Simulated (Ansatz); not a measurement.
# Nudged elastic band run: AlH7NP

Input file:

```yaml
crystal:
  periodic: [false, false, false]
  atoms:
    - { symbol: Al, position_ang: [0.137878, -0.144681, -0.175898] }
    - { symbol: H, position_ang: [-0.124954, -0.872811, 1.213654] }
    - { symbol: "N", position_ang: [1.791768, -0.203826, -0.83349] }
    - { symbol: H, position_ang: [2.578976, -0.650929, -0.379308] }
    - { symbol: H, position_ang: [2.079199, 0.201093, -1.716311] }
    - { symbol: H, position_ang: [-0.98158, 0.566971, -1.052654] }
    - { symbol: P, position_ang: [0.33373, 3.022559, 1.688781] }
    - { symbol: H, position_ang: [1.329761, 2.262682, 1.006308] }
    - { symbol: H, position_ang: [-0.529444, 3.061879, 0.5563] }
    - { symbol: H, position_ang: [-0.295335, 1.866463, 2.235819] }
basis:
  gaussian: { orbitals: "6-31G*" }
hamiltonian:
  xc: r2scan
  dispersion: d4
neb:
  order_check: false
  images: 5
  f_tol: 0.05
  max_iterations: 60
  final_atoms:
    - { symbol: Al, position_ang: [0.31004829, 0.9000566, -0.3552177] }
    - { symbol: H, position_ang: [-0.46768764, -0.94633661, 2.26257245] }
    - { symbol: "N", position_ang: [1.7932501, 0.0124046, -0.77599186] }
    - { symbol: H, position_ang: [1.80306701, -0.85443951, -1.30080972] }
    - { symbol: H, position_ang: [2.73780644, 0.27920823, -0.52560271] }
    - { symbol: H, position_ang: [-1.08084653, 0.31257572, -0.8549589] }
    - { symbol: P, position_ang: [0.467378, 2.79811127, 1.00019077] }
    - { symbol: H, position_ang: [1.6723924, 3.27324765, 0.4004496] }
    - { symbol: H, position_ang: [-0.37966717, 3.58848793, 0.16785603] }
    - { symbol: H, position_ang: [-0.53574187, -0.25391588, 2.52471306] }
  initial_path:
    images:
      - { positions_ang: [[0.137878, -0.144681, -0.175898], [-0.124954, -0.872811, 1.213654], [1.791768, -0.203826, -0.83349], [2.578976, -0.650929, -0.379308], [2.079199, 0.201093, -1.716311], [-0.98158, 0.566971, -1.052654], [0.33373, 3.022559, 1.688781], [1.329761, 2.262682, 1.006308], [-0.529444, 3.061879, 0.5563], [-0.295335, 1.866463, 2.235819]] }
      - { positions_ang: [[0.10408395, -0.10107912, -0.12910449], [-0.10461081, -0.58911856, 1.43304423], [1.77680558, -0.12586931, -0.85786788], [2.46870752, -0.72572943, -0.63157604], [2.11610495, 0.45395096, -1.53022589], [-1.07812978, 0.36359968, -0.99696127], [0.23911781, 2.82518237, 1.38915138], [1.06648235, 2.33456324, 1.37814086], [-0.05689277, 3.11123809, 0.35406847], [-0.21166979, 1.56266209, 2.13453163]] }
      - { positions_ang: [[0.07028991, -0.05747725, -0.08231097], [-0.08426762, -0.30542612, 1.65243445], [1.76184315, -0.04791261, -0.88224576], [2.35843904, -0.80052986, -0.88384407], [2.15301089, 0.70680892, -1.34414078], [-1.17467956, 0.16022835, -0.94126855], [0.14450562, 2.62780575, 1.08952176], [0.80320369, 2.40644447, 1.74997371], [0.41565845, 3.16059718, 0.15183695], [-0.12800457, 1.25886118, 2.03324426]] }
      - { positions_ang: [[0.03649586, -0.01387537, -0.03551746], [-0.06392444, -0.02173369, 1.87182468], [1.74688073, 0.03004408, -0.90662363], [2.24817055, -0.8753303, -1.13611211], [2.18991684, 0.95966688, -1.15805567], [-1.27122933, -0.04314297, -0.88557582], [0.04989343, 2.43042912, 0.78989214], [0.53992504, 2.47832571, 2.12180657], [0.88820968, 3.20995627, -0.05039458], [-0.04433936, 0.95506026, 1.93195689]] }
      - { positions_ang: [[0.12768, 0.29076862, -0.1420842], [-0.19851217, -0.32993466, 2.00207393], [1.76233718, 0.02416425, -0.86307971], [2.0998027, -0.8683667, -1.19101131], [2.3725467, 0.73284733, -0.94723802], [-1.2077684, 0.07542993, -0.87537018], [0.18905495, 2.55298984, 0.85999168], [0.91741416, 2.74329969, 1.54802091], [0.46558406, 3.33613349, 0.02235562], [-0.2081402, 0.55206822, 2.12954228]] }
      - { positions_ang: [[0.21886414, 0.59541261, -0.24865095], [-0.33309991, -0.63813564, 2.13232319], [1.77779364, 0.01828443, -0.81953579], [1.95143485, -0.8614031, -1.24591052], [2.55517657, 0.50602778, -0.73642037], [-1.14430747, 0.19400282, -0.86516454], [0.32821648, 2.67555055, 0.93009122], [1.29490328, 3.00827367, 0.97423525], [0.04295844, 3.46231071, 0.09510583], [-0.37194103, 0.14907617, 2.32712767]] }
      - { positions_ang: [[0.31004829, 0.9000566, -0.3552177], [-0.46768764, -0.94633661, 2.26257245], [1.7932501, 0.0124046, -0.77599186], [1.80306701, -0.85443951, -1.30080972], [2.73780644, 0.27920823, -0.52560271], [-1.08084653, 0.31257572, -0.8549589], [0.467378, 2.79811127, 1.00019077], [1.6723924, 3.27324765, 0.4004496], [-0.37966717, 3.58848793, 0.16785603], [-0.53574187, -0.25391588, 2.52471306]] }
```

Run as:

```bash
$ ansatz run input.yaml --threads 1 --pin off --max-ram 2048MiB --backend cpu --events-out ev --progress --plain --runs-dir out
```

Output, in part (warnings, iteration lines, the closing report on the highest movable image, with atoms numbered from 0):

```
NEB end point (image 0): max|allowed force component| = 2.574e-2 eV/Å (the criterion of neb.relax_end_points is 1.000e-2)
NEB end point (image 6): max|allowed force component| = 2.710e-2 eV/Å (the criterion of neb.relax_end_points is 1.000e-2)
NEB iter   1: max|band force component| = 2.835e1 eV/Å  barrier→ = 10.8724 eV  barrier← = 11.1393 eV  Δτ_max = 0.2000 Å  (186 SCF iters)
NEB iter   2: max|band force component| = 1.091e1 eV/Å  barrier→ = 4.1317 eV  barrier← = 4.3986 eV  Δτ_max = 0.2000 Å  (157 SCF iters)
NEB iter   3: max|band force component| = 7.545e0 eV/Å  barrier→ = 2.2995 eV  barrier← = 2.5664 eV  Δτ_max = 0.2000 Å  (134 SCF iters)
NEB iter   4: max|band force component| = 3.345e0 eV/Å  barrier→ = 0.8482 eV  barrier← = 1.1151 eV  Δτ_max = 0.2000 Å  (138 SCF iters)
NEB iter   5: max|band force component| = 1.177e0 eV/Å  barrier→ = 0.6281 eV  barrier← = 0.8950 eV  Δτ_max = 0.1969 Å  (134 SCF iters)
NEB iter   6: max|band force component| = 6.923e-1 eV/Å  barrier→ = 0.6422 eV  barrier← = 0.9091 eV  Δτ_max = 0.1962 Å  (135 SCF iters)
NEB iter   7: max|band force component| = 6.298e-1 eV/Å  barrier→ = 0.5489 eV  barrier← = 0.8158 eV  Δτ_max = 0.2000 Å  (134 SCF iters)
NEB iter   8: max|band force component| = 9.316e-1 eV/Å  barrier→ = 0.5280 eV  barrier← = 0.7949 eV  Δτ_max = 0.1005 Å  (140 SCF iters)
NEB iter   9: max|band force component| = 9.575e-1 eV/Å  barrier→ = 0.5917 eV  barrier← = 0.8586 eV  Δτ_max = 0.0503 Å  (133 SCF iters)
NEB iter  10: max|band force component| = 7.990e-1 eV/Å  barrier→ = 0.6129 eV  barrier← = 0.8798 eV  Δτ_max = 0.0503 Å  (137 SCF iters)
NEB iter  11: max|band force component| = 1.430e0 eV/Å  barrier→ = 0.6217 eV  barrier← = 0.8886 eV  CI = image 2  Δτ_max = 0.1018 Å  (136 SCF iters)
NEB iter  12: max|band force component| = 1.392e0 eV/Å  barrier→ = 0.6766 eV  barrier← = 0.9435 eV  CI = image 2  Δτ_max = 0.1969 Å  (134 SCF iters)
NEB iter  13: max|band force component| = 1.316e0 eV/Å  barrier→ = 0.8990 eV  barrier← = 1.1659 eV  CI = image 2  Δτ_max = 0.2000 Å  (136 SCF iters)
NEB iter  14: max|band force component| = 7.854e-1 eV/Å  barrier→ = 1.1947 eV  barrier← = 1.4616 eV  CI = image 2  Δτ_max = 0.1979 Å  (140 SCF iters)
NEB iter  15: max|band force component| = 6.577e-1 eV/Å  barrier→ = 1.2369 eV  barrier← = 1.5038 eV  CI = image 2  Δτ_max = 0.1980 Å  (139 SCF iters)
NEB iter  16: max|band force component| = 1.031e0 eV/Å  barrier→ = 1.1906 eV  barrier← = 1.4575 eV  CI = image 2  Δτ_max = 0.1006 Å  (136 SCF iters)
NEB iter  17: max|band force component| = 9.966e-1 eV/Å  barrier→ = 1.1854 eV  barrier← = 1.4523 eV  CI = image 2  Δτ_max = 0.1002 Å  (135 SCF iters)
NEB iter  18: max|band force component| = 6.860e-1 eV/Å  barrier→ = 1.1809 eV  barrier← = 1.4478 eV  CI = image 2  Δτ_max = 0.0999 Å  (136 SCF iters)
NEB iter  19: max|band force component| = 2.984e-1 eV/Å  barrier→ = 1.1776 eV  barrier← = 1.4445 eV  CI = image 2  Δτ_max = 0.1721 Å  (135 SCF iters)
NEB iter  20: max|band force component| = 2.301e-1 eV/Å  barrier→ = 1.1746 eV  barrier← = 1.4415 eV  CI = image 2  Δτ_max = 0.1505 Å  (136 SCF iters)
NEB iter  21: max|band force component| = 2.581e-1 eV/Å  barrier→ = 1.1726 eV  barrier← = 1.4395 eV  CI = image 2  Δτ_max = 0.0753 Å  (138 SCF iters)
NEB iter  22: max|band force component| = 2.385e-1 eV/Å  barrier→ = 1.1705 eV  barrier← = 1.4374 eV  CI = image 2  Δτ_max = 0.0753 Å  (137 SCF iters)
NEB iter  23: max|band force component| = 1.806e-1 eV/Å  barrier→ = 1.1687 eV  barrier← = 1.4356 eV  CI = image 2  Δτ_max = 0.0750 Å  (133 SCF iters)
NEB iter  24: max|band force component| = 6.714e-2 eV/Å  barrier→ = 1.1676 eV  barrier← = 1.4345 eV  CI = image 2  Δτ_max = 0.0803 Å  (136 SCF iters)
NEB iter  25: max|band force component| = 5.126e-2 eV/Å  barrier→ = 1.1669 eV  barrier← = 1.4338 eV  CI = image 2  Δτ_max = 0.1241 Å  (136 SCF iters)
NEB iter  26: max|band force component| = 1.041e-1 eV/Å  barrier→ = 1.1674 eV  barrier← = 1.4343 eV  CI = image 2  Δτ_max = 0.0623 Å  (134 SCF iters)
NEB iter  27: max|band force component| = 1.076e-1 eV/Å  barrier→ = 1.1660 eV  barrier← = 1.4329 eV  CI = image 2  Δτ_max = 0.0310 Å  (135 SCF iters)
NEB iter  28: max|band force component| = 9.161e-2 eV/Å  barrier→ = 1.1657 eV  barrier← = 1.4327 eV  CI = image 2  Δτ_max = 0.0310 Å  (140 SCF iters)
NEB iter  29: max|band force component| = 7.062e-2 eV/Å  barrier→ = 1.1657 eV  barrier← = 1.4326 eV  CI = image 2  Δτ_max = 0.0309 Å  (127 SCF iters)
NEB iter  30: max|band force component| = 4.078e-2 eV/Å  barrier→ = 1.1657 eV  barrier← = 1.4326 eV  CI = image 2  Δτ_max = 0.0000 Å  (266 SCF iters)
Total energy: -17485.09363864 eV, -642.5653393979 hartree
Atom 0 at     0.163779     0.439105    -0.115891 Å, force     0.011349    -0.004639    -0.006049 eV/Å
Atom 1 at    -0.190940    -0.370881     1.368672 Å, force     0.000382     0.000792    -0.001616 eV/Å
Atom 2 at     1.765965    -0.081737    -0.704270 Å, force    -0.015772     0.002768     0.014053 eV/Å
Atom 3 at     2.511808    -0.445328    -0.125077 Å, force     0.002802    -0.001020    -0.002205 eV/Å
Atom 4 at     2.125512     0.162240    -1.618610 Å, force    -0.000263     0.001441    -0.003087 eV/Å
Atom 5 at    -1.150541     0.588000    -0.974856 Å, force     0.001101     0.000514    -0.000527 eV/Å
Atom 6 at     0.103320     2.477366     1.558120 Å, force     0.001385     0.001244     0.000981 eV/Å
Atom 7 at     1.481016     2.569868     1.212970 Å, force     0.000007     0.001002    -0.001056 eV/Å
Atom 8 at    -0.370140     3.089209     0.363832 Å, force    -0.001038    -0.000041     0.000209 eV/Å
Atom 9 at    -0.119780     0.681557     1.578311 Å, force     0.000049    -0.002064    -0.000701 eV/Å
Dipole moment:     0.373643    -0.067828    -0.177285 e Å
```

It converged. The profile has 2 maxima (images 2, 5) with wells between them (image 3): this band takes more than one step, which may be the mechanism or a detour left from its start path. Neighbouring images differ by up to 1.3 eV, so the band resolves the path poorly. A vibrational analysis at the climbing image gives one clearly imaginary mode, 1110i cm⁻¹: a first-order saddle point. The orbitals stay closed-shell, which can raise the energy where a bond breaks towards radicals; this wasn't checked here.

Final band (atoms are numbered from 1 in the order of the input):

```csv
image,path coordinate (Å),energy (kcal/mol),Al1–H2 (Å),P7–H10 (Å),Al1–P7 (Å)
0,0.00,0.0,1.59,1.43,3.68
1,0.98,1.6,1.59,1.44,3.32
2,1.96,26.9,1.73,1.81,2.64
3,3.62,-4.1,2.64,2.80,2.34
4,5.27,-2.0,3.05,4.14,2.34
5,6.93,-1.3,3.05,4.30,2.33
6,8.58,-6.2,3.30,3.56,2.34
```

The run took 11 min on 1 thread of Arm Neoverse V1 (shared host), peak memory 0.14 GiB.
